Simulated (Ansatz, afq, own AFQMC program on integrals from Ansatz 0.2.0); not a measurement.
Two steps: Ansatz 0.2.0 writes the Fock matrix and Cholesky factors of the valence space, and afq projects on them the lowest state that overlaps trial and start.

```yaml
crystal:
  periodic: [false, false, false]
  atoms:
    - {symbol: Ga, position_ang: [-0.000002, -0.453735, 2.189939]}
    - {symbol: Si, position_ang: [-0.000011, -0.210000, -0.000028]}
    - {symbol: Ga, position_ang: [-0.000002, -0.453734, -2.189960]}
    - {symbol: H, position_ang: [0.000014, 1.117468, 0.000049]}
basis:
  gaussian: {orbitals: cc-pVDZ}
magnetization: {spin_polarized: false, initial_magnetization: 1}
correlation: {method: ccsd_t, electrons: outside_noble_gas, hamiltonian_folder: ham}
```

```sh
$ ansatz run in.yaml --threads 1 --pin off --events-out ev --progress --plain --max-ram 1382MiB
```

afq runs on the folder ham with

```
--method phaseless --trial cisd --walkers 60 --populations 1 --least-time 40 --time-step 0.005 --steps-per-block 50 --equilibration-blocks 28 --max-blocks 300 --target-error 0.0004 --factor-cut 1e-05 --start spin_pure --seed 7001 --release-times 0.24,0.51,0.99,1.62,2.4 --release-step 0.03 --release-every 4 --taylor-order 6
```

Times are imaginary, in 1/Eh. The walk had a cap of 2099 s. Filled inner d shells are frozen with the cores.

Output of the walk:

```
orbitals 44  electrons 6 5  factors 362 of 876
reference energy -4135.83275041 Eh
CCSD correlation -0.23341587 Eh in 15 cycles, weight of the determinant in the CISD state 0.7982
energy of the start -4136.066158 Eh
 block  time / (1/Eh)  mean weight  energy / Eh
     1     0.250  1.0016  -4136.061595
     2     0.500  0.9993  -4136.062082
     3     0.750  0.9989  -4136.063342
     4     1.000  0.9993  -4136.068092
     5     1.250  0.9994  -4136.070603
     9     2.250  0.9985  -4136.069085
    33     8.250  0.9999  -4136.075250
    49    12.250  1.0005  -4136.090147
    65    16.250  0.9999  -4136.079910
    97    24.250  1.0009  -4136.083207
   129    32.250  0.9973  -4136.084144
   161    40.250  0.9976  -4136.080113
   193    48.250  1.0001  -4136.076981
   209    52.250  1.0001  -4136.067428
   225    56.250  1.0009  -4136.075351
   257    64.250  0.9991  -4136.076396
   289    72.250  0.9999  -4136.076547
   321    80.250  0.9997  -4136.078971
blocks merged  error / Eh  count
     1  0.000318  300
     2  0.000408  150
     4  0.000508  75
     8  0.000592  37
    16  0.000512  18
    32  0.000594  9
released: time / (1/Eh)  energy / Eh  error  mean overlap
  0.24  -4136.080531  0.000667  0.9965
  0.51  -4136.081235  0.000581  0.9874
  0.99  -4136.081944  0.000624  0.9798
  1.62  -4136.082586  0.000708  0.9729
  2.40  -4136.082575  0.000957  0.9702
energy -4136.079735 +/- 0.000592 Eh
(rows thinned)
```

The run passed its tests (sampling time, drift between the halves within three errors, error under three times the target), which doesn't prove that it has relaxed.

Against this walk (error 16.1 meV) on the same determinant: CCSD(T) 3.7 meV lower (within the noise), CCSDT(Q) 93.2 meV lower. The error is statistical and leaves out the bias of the constraint. Released to 2.40 1/Eh the energy lies 77 ± 31 meV (both errors) below the phaseless value, which shows part or all of the bias of the constraint, and CCSDT(Q) lies 15.9 meV below the released value. CCSDT(Q) is the surest value here, so the walk's 93 meV above it is most likely the bias of the constraint with this trial, which can have either sign.

Cautions: constraint bias not in the error; error above the target (16.1 against 10.9 meV); no relativity below Rb; no spin-orbit coupling; inner d shell frozen; a spin-contaminated unrestricted determinant lies lower (UHF 305 meV lower, ⟨S²⟩ 0.88); the search met a lower determinant of the same kind, perhaps of another symmetry (256 meV lower), and this one is a saddle point.

The walk took 15 min on 1 thread of AMD EPYC 7R13 Processor (Zen 3), with other jobs on the host. The log's last line is the phaseless energy.

CCSDT and higher add their correlation energy to the determinant of the CCSD(T) run, since their own runs factorise the integrals more tightly (a shift of under 2 meV).
